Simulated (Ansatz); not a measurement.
Question: Name a neutral molecule of P with HOMO–LUMO gap (B3LYP/def2-TZVPP) between 5.05 and 5.35 eV and HOMO energy (B3LYP/def2-TZVPP) between -7.95 and -7.65 eV (Ansatz, PBE0-D4/def2-TZVP geometry).

Answer: `P#P` (5.14 eV, -7.82 eV). Other molecules can fit too; these were computed, each in one conformer that needn't be the lowest.

B3LYP here is the variant with VWN-RPA as its local correlation; programs differ in this.
